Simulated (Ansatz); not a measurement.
Molecule: singlet silylene, SiH₂, net charge 0, singlet state. 
Geometry from a B3LYP-D3(BJ)/def2-TZVP (Ansatz, a quantum-chemistry and plane-wave program) optimisation:
```xyz
3

Si     0.0052     0.0009     0.1327
H     -0.0342     1.0849    -0.9366
H     -0.0389    -1.0973    -0.9218
```

Basis-set convergence of Hartree-Fock and MP2 correlation energies (hartree) with Ansatz. Valence correlation only, unless marked. No spin-orbit coupling. Non-relativistic.

The Hartree-Fock reference is unstable (checked in the largest basis), which strains HF and MP2. 

```
basis        functions       E(HF)  E(corr, MP2)
-----------  ---------  ----------  ------------
cc-pV(D+d)Z         33  -290.02184      -0.08860
cc-pV(T+d)Z         67  -290.03171      -0.10931
cc-pV(Q+d)Z        124  -290.03456      -0.11682
cc-pV(5+d)Z        210  -290.03513      -0.11992
```

Extrapolating the two largest sets (X = 4 and 5) as X^-3: E(corr) = (125·(-0.11992) - 64·(-0.11682))/61 = -0.1232 Eh, an estimate of the basis-set limit. The largest set recovers 97.4 % of it, the smallest 71.9 %.
